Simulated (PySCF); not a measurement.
Molfile (atoms numbered from 1):
```
C5H12N
     RDKit          3D

 18 18  0  0  0  0  0  0  0  0999 V2000
   -1.6818   -0.9419    0.0809 C   0  0  0  0  0  0  0  0  0  0  0  0
   -0.5571    0.0438    0.2932 C   0  0  2  0  0  0  0  0  0  0  0  0
   -0.6721    1.4994   -0.2191 C   0  0  0  0  0  0  0  0  0  0  0  0
    0.8317    1.4726   -0.5634 C   0  0  0  0  0  0  0  0  0  0  0  0
    0.7128   -0.0500   -0.5637 C   0  0  1  0  0  0  0  0  0  0  0  0
    1.8630   -0.8415   -0.0089 N   0  0  0  0  0  0  0  0  0  0  0  0
   -2.5631   -0.6490    0.6700 H   0  0  0  0  0  0  0  0  0  0  0  0
   -1.4068   -1.9613    0.3955 H   0  0  0  0  0  0  0  0  0  0  0  0
   -1.9857   -0.9778   -0.9766 H   0  0  0  0  0  0  0  0  0  0  0  0
   -0.2638    0.0750    1.3597 H   0  0  0  0  0  0  0  0  0  0  0  0
   -1.2955    1.5566   -1.1238 H   0  0  0  0  0  0  0  0  0  0  0  0
   -1.0151    2.2597    0.4939 H   0  0  0  0  0  0  0  0  0  0  0  0
    1.1768    1.9571   -1.4867 H   0  0  0  0  0  0  0  0  0  0  0  0
    1.4411    1.8370    0.2799 H   0  0  0  0  0  0  0  0  0  0  0  0
    0.5110   -0.4628   -1.5636 H   0  0  0  0  0  0  0  0  0  0  0  0
    2.1107   -0.5133    0.9338 H   0  0  0  0  0  0  0  0  0  0  0  0
    2.7057   -0.7591   -0.5932 H   0  0  0  0  0  0  0  0  0  0  0  0
    1.6346   -1.8417    0.0656 H   0  0  0  0  0  0  0  0  0  0  0  0
  1  2  1  0
  2  3  1  0
  3  4  1  0
  4  5  1  0
  5  6  1  0
  5  2  1  0
  1  7  1  0
  1  8  1  0
  1  9  1  0
  2 10  1  1
  3 11  1  0
  3 12  1  0
  4 13  1  0
  4 14  1  0
  5 15  1  6
  6 16  1  0
  6 17  1  0
  6 18  1  0
M  CHG  1   6   1
M  END
```

Geometry: PBE0-D3(BJ)/def2-SVP; GIAO shifts from PySCF 2.14, gas phase, non-relativistic, averaged over equivalent atoms.

At mPW1PW91/pcSseg-1 (162 basis functions, 18 s wall time on 1 thread of an x86-64 server CPU, shared host):
| atoms | δ (ppm) |
| --- | --- |
| C5 | 57.9 |
| C2 | 41.0 |
| C4 | 27.0 |
| C3 | 23.3 |
| C1 | 18.3 |
| N6 | 68.6 |
| H16/H17/H18 | 4.41 |
| H15 | 3.26 |
| H13 | 2.62 |
| H12 | 2.53 |
| H10 | 2.16 |
| H14 | 1.91 |
| H11 | 1.86 |
| H7/H8/H9 | 1.48 |

Referencing at the same level of theory: TMS for 13C (σ = 183.54 ppm) and 1H (σ = 31.32 ppm); 15N (σ = 264.17 ppm) against NH3.

Estimate the result of repeating the calculation with PBE0/pcSseg-1.

Results:


| atoms | δ at PBE0/pcSseg-1 | change |
| --- | --- | --- |
| C5 | 57.9 | +0.0 |
| C2 | 41.1 | +0.1 |
| C4 | 26.8 | -0.2 |
| C3 | 23.2 | -0.1 |
| C1 | 18.3 | +0.0 |
| N6 | 69.2 | +0.6 |
| H16/H17/H18 | 4.39 | -0.02 |
| H15 | 3.26 | +0.00 |
| H13 | 2.62 | +0.00 |
| H12 | 2.53 | +0.00 |
| H10 | 2.18 | +0.02 |
| H14 | 1.90 | -0.01 |
| H11 | 1.85 | -0.01 |
| H7/H8/H9 | 1.48 | +0.00 |

Shifts are taken against calculated references (same method and geometry level): 13C (σref 184.41), 1H (σref 31.27) against TMS; NH3 for 15N (σref 265.67).

The largest change is at N6 (ammonium nitrogen). Cost: 162 basis functions, 21 s wall time on 1 thread of an x86-64 server CPU, shared host. The order of the carbon signals is the same at both levels.

Experimental scales use liquid or dissolved standards, which lie at an offset from isolated NH3 (liquid NH3: subtract about 20 ppm).
